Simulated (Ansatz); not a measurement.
## FeSb: computed properties

Theory: DFT PBEsol, scalar-relativistic, plane waves, PAW in Ansatz 0.2.0.

Settings: cutoff 420 eV, Γ-centred mesh 12×12×8 on the computed 4-atom cell, Gaussian smearing of 0.10 eV; collinear spin from starting moments 1.32 1.32 0 0 μB.

The structure is relaxed at this level of theory with its symmetry kept. Whether it is the stable form of this composition wasn't checked.

```yaml
crystal:
  lattice:
    - [3.94996, 0.00000, 0.00000]
    - [-1.97498, 3.42077, 0.00000]
    - [0.00000, 0.00000, 4.94320]
  atoms:
    - { symbol: Fe, position: [0.00000, 0.00000, 0.00000] }
    - { symbol: Fe, position: [0.00000, 0.00000, 0.50000] }
    - { symbol: Sb, position: [0.33333, 0.66667, 0.25000] }
    - { symbol: Sb, position: [0.66667, 0.33333, 0.75000] }
```

| Item | Value |
| --- | --- |
| Space group | P6_3/mmc (No. 194) |
| Volume per atom | 16.70 Å³ |
| Formation energy from the elements' standard states (uncorrected) | -0.033 eV/atom |
| Kohn–Sham band gap | none (metal) |
| Density of states at the Fermi level | 2.70 states/eV per cell |
| Löwdin character within 0.5 eV of the Fermi level | Fe 3d 80 %, Sb 5p 13 % |
| Bulk modulus | 131 GPa |
| Its pressure derivative | 6.0 |
| Bader charges (e) | Fe (2 in the cell) -0.10, Sb (2 in the cell) 0.10 |
| Total moment | 2.24 μB per cell |
| Site moments (μB; atoms counted from 1 over the whole cell) | Fe (atom 1) 1.20, Fe (atom 2) 1.20, Sb (atom 3) -0.05, Sb (atom 4) -0.05 |

Spin-orbit coupling is left out, which matters for the bands of heavy elements.

Only this magnetic start was tried.